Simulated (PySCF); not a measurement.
## Does the structure fit the spectrum?

A compound C4H7ClO gives the data below (simulated from a calculation) and was assigned the structure `CC(C)C(=O)Cl`.

13C{1H} NMR (computed): δ 187.4 (C), 53.5 (CH2), 22.8 (CH2), 15.6 (CH3).

1H NMR (500 MHz, computed): δ 2.88 (t, 2H), 1.65 (m, 2H), 0.91 (t, 3H).

Non-relativistic, no solvent model, averaged over atoms made equivalent by symmetry, fast rotation or ring inversion, a single conformation. Geometry from PBE0-D3(BJ)/def2-TZVP; σ from GIAO-B97-2/pcSseg-2; PySCF.

Chemical shifts δ = σref − σ; TMS for 1H (σ = 31.64 ppm) and 13C (σ = 185.38 ppm), all at this level.

Question: Compare with the shifts computed for the proposed structure, pairing carbons in order of shift.

Answer: Atom-mapped SMILES (the numbers label the heavy atoms): `[CH3:1][CH:2]([CH3:3])[C:4](=[O:5])[Cl:6]`. Hydrogens are named by the atom that carries them.

```
atom  computed for proposal  given list  difference
  C4                  192.0       187.4        +4.6
  C2                   51.7        53.5        -1.8
  C1                   21.6        22.8        -1.2
  C3                   21.6        15.6        +6.0
```

The rms difference is 3.9 ppm and the largest +6.0 ppm at C3 (methyl carbon). The proposal also would give 3 carbon signals, not 4. The carbon types in order of shift don't match either: C, CH, CH3, CH3 for the proposal against C, CH2, CH2, CH3 in the data. The proposal doesn't fit.

Question: Which isomer fits?

Answer: `CCCC(=O)Cl`.

- Carbon types of the structure: 1 × C, 2 × CH2, 1 × CH3, which accounts for all hydrogens.
- δC 187.4: carbonyl carbon.
- δC 22.8: sp3 CH2; aliphatic region, no heteroatom directly attached.
- δC 15.6: methyl carbon; aliphatic region, no heteroatom directly attached.
- δH 2.88: hydrogen on an sp3 CH2 α to a carbonyl; α to C=O.

This is the structure that produced the data.

Carbons that carry Cl, above all several Cl atoms, come out too deshielded, partly because spin–orbit coupling is missing. Shifts are as computed. Against solution values, carbons near 30 ppm lie about +3 ppm off and those near 130 ppm about +7 ppm; carbons on Cl a further +5 ppm. Of 1211 compounds with measured shifts, 218 miss one by over three times the rms of a fit or turn the order of signals round; such compounds aren't used in these exercises. No couplings were computed; multiplicities are counted from neighbouring protons, with m where these are inequivalent, close in shift, in a saturated or five-membered ring or joined by F or P, and br s for small geminal =CH2 splittings.
